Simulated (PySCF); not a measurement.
Saddle point of BNH3F, singlet (BNH₃F ([NH2][BH][F]) → BNHF ([NH][B][F]) + H₂; bonds formed: H2–H4; bonds broken: B1–H2, N3–H4), PBE0-D4/def2-TZVP structure:

| atom | x (Å) | y (Å) | z (Å) |
| --- | --- | --- | --- |
| B1 | 0.1506 | 0.2945 | 0.3119 |
| H2 | 1.3545 | -0.2826 | -0.2092 |
| N3 | -0.8128 | -0.3079 | -0.3640 |
| H4 | 0.5888 | -0.6378 | -0.6200 |
| F5 | 0.5351 | 1.1628 | 1.2255 |
| H6 | -1.8163 | -0.2291 | -0.3441 |

Energies are electronic, without zero-point energy. Barriers and step energies count from the start structure reached by relaxing down the imaginary mode; all methods use the PBE0-D4 structures, on which another method's saddle can fall below an end. PySCF 2.14 with density fitting (its default auxiliary sets; JK sets also for MP2 and CCSD(T)); basis: def2-TZVPP, with def2-QZVPP for the basis limit; cores frozen in the correlated methods. B3LYP uses VWN-RPA correlation. Extrapolation: Hartree–Fock as exp(−7.88 √X), correlation as X^−2.97.

```json
{"method": "SPW92", "barrier (eV)": "?", "step energy (eV)": "2.466"}
{"method": "PBE-D4", "barrier (eV)": "3.182", "step energy (eV)": "2.212"}
{"method": "r2SCAN-D4", "barrier (eV)": "?", "step energy (eV)": "2.302"}
{"method": "PBE0-D4", "barrier (eV)": "3.446", "step energy (eV)": "2.379"}
{"method": "B3LYP-D4", "barrier (eV)": "3.500", "step energy (eV)": "2.200"}
{"method": "BHLYP-D4", "barrier (eV)": "3.800", "step energy (eV)": "2.391"}
{"method": "wB97M-V", "barrier (eV)": "3.540", "step energy (eV)": "2.280"}
{"method": "HF", "barrier (eV)": "?", "step energy (eV)": "2.424"}
{"method": "MP2", "barrier (eV)": "3.522", "step energy (eV)": "2.222"}
{"method": "CCSD", "barrier (eV)": "3.711", "step energy (eV)": "2.324"}
{"method": "CCSD(T)", "barrier (eV)": "3.588", "step energy (eV)": "2.275"}
```

Q: Fill in the withheld barriers. (An estimate is asked for; the value comes from the calculation.)

A: By the calculation: r2SCAN-D4 3.377; SPW92 3.060; HF 4.236 eV. Each is the energy of the saddle less that of the start structure, by the same method.

For comparison, the barrier by CCSD(T) at an estimated basis limit (MP2 extrapolated from triple and quadruple zeta, plus CCSD(T) − MP2 in triple zeta) is 3.547 eV.

No T1 diagnostic of these runs exceeds 0.017.

Labels in which every atom is bracketed show which atoms are joined, not bond orders.

For scale, one of the runs: CCSD(T)/def2-TZVPP, 135 basis functions, launched by `OMP_NUM_THREADS=4 python run.py`. Time: 73 s of wall clock on 4 CPU threads of an Arm Neoverse V2; the host was shared. Peak host memory: 0.74 GiB.
